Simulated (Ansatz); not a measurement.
AlH2(CN) (CH2AlN). The state is a singlet with charge 0. Geometry r2SCAN-D4/def2-TZVP.

```xyz
5

Al   -0.170    0.364   -0.598
H    -0.918   -0.432   -1.728
H     0.240    1.880   -0.655
C     0.288   -0.613    1.010
N     0.560   -1.200    1.971
```

(1) Estimate the orbital energies around the gap (eV) in Ansatz with HF/6-31G, PBE-D4/def2-SVP, PBE-D4/def2-TZVP, r2SCANh-D4/def2-TZVP, ωB97M-V/def2-TZVP.

## Answers

(1) 
```json
{"orbital": "HOMO−5", "HF/6-31G": "-18.96", "PBE-D4/def2-SVP": "-12.51", "PBE-D4/def2-TZVP": "-12.70", "r2SCANh-D4/def2-TZVP": "-13.91", "ωB97M-V/def2-TZVP": "-17.08"}
{"orbital": "HOMO−4", "HF/6-31G": "-15.52", "PBE-D4/def2-SVP": "-9.56", "PBE-D4/def2-TZVP": "-9.74", "r2SCANh-D4/def2-TZVP": "-10.74", "ωB97M-V/def2-TZVP": "-13.82"}
{"orbital": "HOMO−3", "HF/6-31G": "-13.85", "PBE-D4/def2-SVP": "-8.66", "PBE-D4/def2-TZVP": "-8.76", "r2SCANh-D4/def2-TZVP": "-9.58", "ωB97M-V/def2-TZVP": "-12.52"}
{"orbital": "HOMO−2", "HF/6-31G": "-13.34", "PBE-D4/def2-SVP": "-8.57", "PBE-D4/def2-TZVP": "-8.68", "r2SCANh-D4/def2-TZVP": "-9.46", "ωB97M-V/def2-TZVP": "-12.42"}
{"orbital": "HOMO−1", "HF/6-31G": "-12.96", "PBE-D4/def2-SVP": "-8.09", "PBE-D4/def2-TZVP": "-8.29", "r2SCANh-D4/def2-TZVP": "-9.33", "ωB97M-V/def2-TZVP": "-12.34"}
{"orbital": "HOMO", "HF/6-31G": "-12.28", "PBE-D4/def2-SVP": "-7.84", "PBE-D4/def2-TZVP": "-7.94", "r2SCANh-D4/def2-TZVP": "-8.73", "ωB97M-V/def2-TZVP": "-11.46"}
{"orbital": "LUMO", "HF/6-31G": "0.16", "PBE-D4/def2-SVP": "-3.28", "PBE-D4/def2-TZVP": "-3.36", "r2SCANh-D4/def2-TZVP": "-2.79", "ωB97M-V/def2-TZVP": "-0.86"}
{"orbital": "LUMO+1", "HF/6-31G": "3.41", "PBE-D4/def2-SVP": "-1.02", "PBE-D4/def2-TZVP": "-1.25", "r2SCANh-D4/def2-TZVP": "-0.64", "ωB97M-V/def2-TZVP": "1.83"}
{"orbital": "LUMO+2", "HF/6-31G": "3.76", "PBE-D4/def2-SVP": "0.00", "PBE-D4/def2-TZVP": "-0.35", "r2SCANh-D4/def2-TZVP": "0.45", "ωB97M-V/def2-TZVP": "1.86"}
{"orbital": "LUMO+3", "HF/6-31G": "3.85", "PBE-D4/def2-SVP": "0.25", "PBE-D4/def2-TZVP": "-0.19", "r2SCANh-D4/def2-TZVP": "0.55", "ωB97M-V/def2-TZVP": "2.08"}
{"orbital": "LUMO+4", "HF/6-31G": "5.57", "PBE-D4/def2-SVP": "0.33", "PBE-D4/def2-TZVP": "-0.05", "r2SCANh-D4/def2-TZVP": "0.75", "ωB97M-V/def2-TZVP": "2.98"}
{"orbital": "LUMO+5", "HF/6-31G": "5.74", "PBE-D4/def2-SVP": "1.63", "PBE-D4/def2-TZVP": "1.48", "r2SCANh-D4/def2-TZVP": "2.50", "ωB97M-V/def2-TZVP": "3.48"}
```
